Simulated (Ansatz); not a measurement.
Cl₂, singlet in cc-pV(D+d)Z: errors against RCCSDTQ

Geometry: MP2(full)/6-31G*, from the G2/97 set.

```xyz
2

Cl    0.0000    0.0000    0.0000
Cl    0.0000    0.0000    2.0151
```

Basis cc-pV(D+d)Z; Ansatz 0.2.0. Correlated methods freeze the noble-gas cores, which leaves 14 electrons in 36 orbitals. R marks a restricted (for open shells ROHF) determinant. Active spaces: valence = (14e, 8o) chosen from the atoms' valence shells.

Full CI isn't at hand for all of this; RCCSDTQ serves as the reference, and is uncertain by about the last step of the cluster series.

```
UHF ⟨S²⟩                          : 0.000
T1 diagnostic (RCCSD)             : 0.0072
largest doubles amplitude (RCCSD) : 0.109
```

| level | E − E(RHF) (eV) |
| --- | --- |
| RMP2 | -7.5331 |
| RCCSD | -8.3122 |
| RCCSD(T) | -8.5127 |

(1) Estimate how far RCCSDTQ in cc-pV(D+d)Z lies from RCCSD(T). The table doesn't fix it; the size of (T) and the diagnostics are the guide.

(1) RCCSDTQ in cc-pV(D+d)Z lies 3.5 kJ/mol below RCCSD(T), which is 18 % of the (T) step (-19.4 kJ/mol). The diagnostics are small and one determinant leads, so the series closes fast and only a small part of (T) is left.

The other levels:

```csv
level,E − E(RCCSDTQ) (kJ/mol),share of correlation (%),wall time
CISD,91.0,88.97,1.5 s
BCCD(T),3.4,99.58,0.67 s
RCCSDT,2.0,99.76,–
RCCSDT(Q),0.0,100.00,6 s
CASSCF (valence space),758.8,8.01,–
NEVPT2 (valence space),166.9,79.76,1.1 s
MRCISD (valence space),74.4,90.98,–
MRCISD+Q (valence space),5.5,99.34,2.1 s
```

The correlation energy at RCCSDTQ, counted from RHF, is -8.549 eV. That run took 22 s on 2 threads of AMD EPYC 7R13 with a shared H100 80 GB, shared host.

Times hold each run's SCF and search for its determinant on a shared host, so for small cases they say little of a method's own cost; they ran on 1 thread of AMD EPYC 7R13.

Natural occupations of CASSCF (valence space) about the gap: 1.999 1.999 1.999 1.998 1.952 0.053; effectively unpaired electrons, Σ n²(2−n)², 0.02.

Atomization energy (electronic, same basis, no zero-point term; atoms at the same level, unrestricted beside the R rows where the molecule is a closed shell, with restricted open-shell steps beyond CCSDT(Q)) at RCCSDTQ: 183.0 kJ/mol. Errors of other levels:

| level | error (kJ/mol) |
| --- | --- |
| RHF | -126.1 |
| RMP2 | 9.5 |
| CISD | -58.3 |
| RCCSD | -12.7 |
| RCCSD(T) | -1.2 |
| BCCD(T) | -1.1 |
| RCCSDT | -1.1 |
| RCCSDT(Q) | 0.1 |
| CASSCF (valence space) | -38.1 |
| NEVPT2 (valence space) | 12.5 |
| MRCISD (valence space) | -40.4 |
| MRCISD+Q (valence space) | -8.9 |

This basis is far from its limit, so the value isn't to be set against a measured one. Truncated CI isn't size-consistent, which counts against it in atomization.
